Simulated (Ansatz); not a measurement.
A made-up structure of C2H4N, doublet:

```xyz
7
angstrom
C -1.0931 0.1715 -0.5179
C 0.0059 -0.4789 -0.1979
N 1.0497 -0.2141 0.6142
H -1.7207 -0.1584 -1.3362
H 0.5359 -1.3958 -0.2426
H 1.5812 0.6276 0.4483
H 1.6011 -0.9901 0.9396
```

It is relaxed with PBE-D4/def2-SVP and then PBE0-D4/def2-TZVP (Ansatz 0.2.0). Atoms count as bonded within 1.22 times the sum of their covalent radii (H–H: 0.88 Å). The end point is not checked to be a true minimum.

(1) Does its bonding change? (Judge from chemistry; the calculation decides.)

Results:

(1) By the calculation: No: no bond forms or breaks.

Where it ends: The first stage lowers the energy by 1.82 eV in 9 steps. It ends as C₂H₄N ([CH][CH][NH2]):
```
atom    x (Å)    y (Å)    z (Å)
  C1  -0.8128   0.1246  -0.7178
  C2   0.0847  -0.6223  -0.1165
  N3   1.1096  -0.2051   0.7198
  H4  -1.6970  -0.0263  -1.3116
  H5   0.0146  -1.7091  -0.2163
  H6   1.3239   0.7784   0.6598
  H7   1.9369  -0.7785   0.6902
```

Labels in which every atom is bracketed show which atoms are joined, not bond orders.

For scale, one of the runs: PBE0-D4/def2-TZVP relaxation, 117 basis functions, launched by `ansatz run in.yaml --threads 2 --pin off --events-out ev --progress --plain --max-ram 4352MiB`. The run took about 17 s on 2 CPU threads of an Arm Neoverse V2 (shared host).
